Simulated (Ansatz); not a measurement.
```yaml
crystal:
  periodic: [false, false, false]
  atoms:
    - {symbol: O, position_ang: [-1.553062, -1.326580, -0.341573]}
    - {symbol: Al, position_ang: [1.523346, -2.064262, 0.551948]}
    - {symbol: Si, position_ang: [-0.441264, 1.662904, -0.266251]}
    - {symbol: H, position_ang: [2.770837, -4.717067, 1.093401]}
    - {symbol: H, position_ang: [-0.516229, 2.996147, -2.743649]}
    - {symbol: H, position_ang: [-1.703880, 3.327916, 1.619010]}
basis:
  gaussian: {orbitals: STO-3G}
magnetization: {spin_polarized: true, initial_magnetization: 0}
hamiltonian: {xc: {name: r2SCAN}}
```

```sh
$ ansatz run in.yaml --threads 2 --pin off --events-out ev --progress --plain --max-ram 4352MiB
```

Output, abridged:

```
Functional definition: r2SCAN
284 factors; integrals over basis functions are off by at most 2.2e-5 eV
mean field evaluation 1: about -16289.2971 eV, gradient 4.2e1 eV
mean field evaluation 2: about -15831.9284 eV, gradient 3.4e1 eV
mean field evaluation 4: about -16270.3445 eV, gradient 3.8e1 eV
mean field evaluation 8: about -16342.3613 eV, gradient 7.3e0 eV
mean field evaluation 16: about -16342.9338 eV, gradient 3.0e0 eV
mean field evaluation 32: about -16346.4504 eV, gradient 1.2e-3 eV
mean field evaluation 96: about -16346.5687 eV, gradient 1.7e-4 eV
mean field -16346.56874879 eV, -600.7253214158 hartree, gradient 4.2e-6 eV, S^2 2.876042; 12 other end points of the search recorded, 0 dependent functions left out
reference -16346.56875945 eV, -600.7253218076 hartree; 19, 19 occupied and 7, 7 virtual orbitals, 284 factors
Total energy: -16346.56875945 eV, -600.7253218076 hartree
```

In this input the coordinates are in bohr but typed as ångström. Self-consistency was reached. The result belongs to that input, not to the molecule as meant.
